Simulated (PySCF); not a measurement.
C3H5O2 (charge +1).
Bonds: C1–O2, O2–C3, C3–C4, C4–O5 (triple). Hydrogens: H6, H7, H8 on C1; H9, H10 on C3.

The same species was optimised twice, with GFN2-xTB and with PBE0-D3(BJ)/def2-SVP (PySCF), and the same property calculations (PySCF, gas phase) were run on both structures.

```csv
coordinate,GFN2-xTB,PBE0-D3(BJ)/def2-SVP,change
C3–C4 (Å),1.418,1.503,+0.085
O2–C3 (Å),1.406,1.352,-0.054
C1–H8 (Å),1.093,1.103,+0.010
C1–O2 (Å),1.421,1.430,+0.009
C1–H6 (Å),1.092,1.101,+0.009
C3–H9 (Å),1.103,1.111,+0.008
C1–H7 (Å),1.090,1.095,+0.005
C3–H10 (Å),1.105,1.109,+0.004
C4≡O5 (Å),1.118,1.116,-0.002
O2–C3–C4 (°),97.4,107.7,+10.3
C4–C3–H9 (°),114.8,106.7,-8.1
C4–C3–H10 (°),111.0,104.1,-6.9
C3–C4–O5 (°),164.6,170.6,+6.0
O2–C3–H9 (°),115.3,117.4,+2.1
O2–C3–H10 (°),109.7,111.6,+1.9
O2–C1–H7 (°),104.5,105.8,+1.3
O2–C1–H8 (°),112.4,111.2,-1.2
C1–O2–C3–C4 (°),99,88,-11
```

Rotational constants: A = 11962, B = 3512, C = 3010 MHz (GFN2-xTB) against A = 12637, B = 3135, C = 2750 MHz (PBE0-D3(BJ)/def2-SVP). Point groups within 0.08 Å: C1 and C1.

On the GFN2-xTB structure: HOMO (eV) -14.20 [PBE0/pcSseg-1]; LUMO (eV) -8.24 [PBE0/pcSseg-1]; GIAO shielding of C1 (ppm) 118.5 [PBE0/pcSseg-1]; GIAO shielding of O2 (ppm) 282.2 [PBE0/pcSseg-1]; GIAO shielding of C3 (ppm) 125.3 [PBE0/pcSseg-1]; GIAO shielding of C4 (ppm) 25.3 [PBE0/pcSseg-1]; GIAO shielding of O5 (ppm) -46.2 [PBE0/pcSseg-1].

Question: What do these properties become on the PBE0-D3(BJ)/def2-SVP structure?

Answer: 
```json
{"property": "HOMO (eV)", "level": "PBE0/pcSseg-1", "on GFN2-xTB": "-14.20", "on PBE0-D3(BJ)/def2-SVP": "-14.22", "change": "-0.02"}
{"property": "LUMO (eV)", "level": "PBE0/pcSseg-1", "on GFN2-xTB": "-8.24", "on PBE0-D3(BJ)/def2-SVP": "-8.42", "change": "-0.18"}
{"property": "energy, GFN2-xTB geometry as zero (kcal/mol)", "level": "PBE0/pcSseg-1", "on GFN2-xTB": "0.0", "on PBE0-D3(BJ)/def2-SVP": "-3.8", "change": "-3.8"}
{"property": "GIAO shielding of C1 (ppm)", "level": "PBE0/pcSseg-1", "on GFN2-xTB": "118.5", "on PBE0-D3(BJ)/def2-SVP": "116.8", "change": "-1.7"}
{"property": "GIAO shielding of O2 (ppm)", "level": "PBE0/pcSseg-1", "on GFN2-xTB": "282.2", "on PBE0-D3(BJ)/def2-SVP": "313.7", "change": "+31.5"}
{"property": "GIAO shielding of C3 (ppm)", "level": "PBE0/pcSseg-1", "on GFN2-xTB": "125.3", "on PBE0-D3(BJ)/def2-SVP": "116.3", "change": "-9.0"}
{"property": "GIAO shielding of C4 (ppm)", "level": "PBE0/pcSseg-1", "on GFN2-xTB": "25.3", "on PBE0-D3(BJ)/def2-SVP": "23.0", "change": "-2.3"}
{"property": "GIAO shielding of O5 (ppm)", "level": "PBE0/pcSseg-1", "on GFN2-xTB": "-46.2", "on PBE0-D3(BJ)/def2-SVP": "-52.2", "change": "-6.0"}
```

The heavy atoms differ by 0.127 Å rms after alignment. Among all bonds C3–C4 changes most (+0.085 Å). Changes are differences of the printed values. Neither structure is proved a minimum here. One conformer (not necessarily the lowest) at the PBE0-D3(BJ)/def2-SVP geometry, without solvent, vibrations or thermal averaging.

Conformer computed: `[CH3:1][O:2][CH2:3][C:4]#[O+:5]`: C1–O2–C3–C4 88°.
